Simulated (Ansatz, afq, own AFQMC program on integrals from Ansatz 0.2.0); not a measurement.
## Where AFQMC and coupled cluster stand for H3S⁺, triplet

```yaml
atoms:
  - { symbol: S, position_ang: [0.0000, -0.0391, -0.0094] }
  - { symbol: H, position_ang: [0.0000, 1.3184, -0.0094] }
  - { symbol: H, position_ang: [0.0000, -0.0368, 1.8386] }
  - { symbol: H, position_ang: [0.0000, -0.0372, -1.5295] }
```

Basis 6-31G. Only valence electrons are correlated. Ansatz 0.2.0 and our own AFQMC program on the same integrals; the CISD trial comes from CCSD amplitudes, and released means the phaseless constraint is let go. Free projection: walkers drawn from exp(T), propagated without any constraint. Its projection time is finite, and what remains of the start isn't in its error. Error bars are statistical, one sigma.

Determinant: UHF, the one that the program's search chose, which needn't be the lowest solution. The geometry is a point of a scan.

Full CI on the same integrals is exact in this basis and with this determinant's frozen core.

Cautions: lower spins were not checked.

- T1 diagnostic: 0.0158
- weight of the determinant in the CISD state: 0.939
- ⟨S²⟩ of the determinant: 2.030
- size of the correlated space: 8 electrons in 14 orbitals

Reference: full CI, correlation energy -1.958 eV. The released energy is read at 2.40 1/Eh (meV from the phaseless value at times in 1/Eh: -0.1 ± 0.5 at 0.24, -0.3 ± 0.4 at 0.51, -1.0 ± 0.4 at 0.99, -1.6 ± 0.4 at 1.62, -2.6 ± 0.4 at 2.40).

| level | E − E(reference) (mEh) | share of correlation (%) |
| --- | --- | --- |
| HF | 71.94 | 0.00 |
| MP2 | 21.53 | 70.07 |
| CCSD | 0.93 | 98.71 |
| CCSD(T) | 0.26 | 99.64 |
| ph-AFQMC/HF | 0.23 ± 0.77 | 99.69 |
| ph-AFQMC/CISD | 0.08 ± 0.02 | 99.89 |
| released AFQMC | -0.02 ± 0.01 | 100.03 |
| free AFQMC | -0.02 ± 0.02 | 100.03 |

Free projections are given only where their last times agree within the noise and don't stop above the reference; a slow remainder of the start can still hide under it. A walk keeps the symmetry of its determinant, which the program's search chose and which needn't be the lowest solution, so a lower state of the same spin and another symmetry isn't excluded. Released energies are given only where the last usable release times agree within the noise; a slower fall can still hide under it.
